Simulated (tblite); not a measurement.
Compound: C3H2NO (doublet state).
Structure used (GFN2-xTB), in Å, numbered top down from 1:
```
atom  x, y, z in Å
C1     1.926   -0.382   -0.010
C2     0.766   -0.078    0.023
C3    -0.601    0.337    0.083
N4    -1.533   -0.481   -0.300
O5    -0.996    1.450    0.481
H6     2.935   -0.672   -0.051
H7    -2.494   -0.168   -0.253
```

Structure optimised with GFN2-xTB, isolated species. This method treats the open shell by occupation alone, without spin polarisation.

Masses are those of the commonest isotopes; rigid-rotor values at the optimised geometry. The values belong to one conformer with, in the numbering `[CH:1]#[C:2][C:3]([NH:4])=[O:5]`, C2–C3–N4–H 180°.

(1) Give the principal moments of inertia and the rotational constants in MHz.

(2) What kind of rotor is it?

(3) What does the inertial defect say?

(4) Where do the levels up to J = 5 lie, in MHz?

## Answers

(1) Ia = 35.75, Ib = 124.26, Ic = 160.01 u·Å²; 505379 MHz·u·Å²/I gives A = 14136, B = 4067, C = 3158 MHz.

(2) An asymmetric top: κ = (2 × 4067 − 14136 − 3158)/(14136 − 3158) = -0.83.

(3) Planar: Δ = Ic − Ia − Ib = 0.00 u·Å². For a rigid frame Δ = −2 Σ m c², so it vanishes when all atoms lie in the ab plane; here none is more than 0.01 Å from it.

(4) Above 0(0,0):
J = 1: 1(0,1) 7226, 1(1,1) 17294, 1(1,0) 18203
J = 2: 2(0,2) 21618, 2(1,2) 30837, 2(1,1) 33563, 2(2,1) 63768, 2(2,0) 63827
J = 3: 3(0,3) 43062, 3(1,3) 51115, 3(1,2) 56565, 3(2,2) 85445, 3(2,1) 85738, 3(3,1) 138095, 3(3,0) 138097
J = 4: 4(0,4) 71391, 4(1,4) 78090, 4(1,3) 87161, 4(2,3) 114303, 4(2,2) 115168, 4(3,2) 167109, 4(3,1) 167125, 4(4,1) 240667, 4(4,0) 240668
J = 5: 5(0,5) 106412, 5(1,5) 111713, 5(1,4) 125278, 5(2,4) 150301, 5(2,3) 152274, 5(3,3) 203415, 5(3,2) 203482, 5(4,2) 276927, 5(4,1) 276927, 5(5,1) 371510, 5(5,0) 371510
Those of J = 1 are B + C, A + C and A + B.

For this open shell read J as N, the rotation without spin; fine and hyperfine splittings come on top. Its GFN2-xTB frequencies are all real (lowest 157 cm⁻¹). Constants of a rigid frame at the computed geometry: no zero-point averaging, no centrifugal distortion.
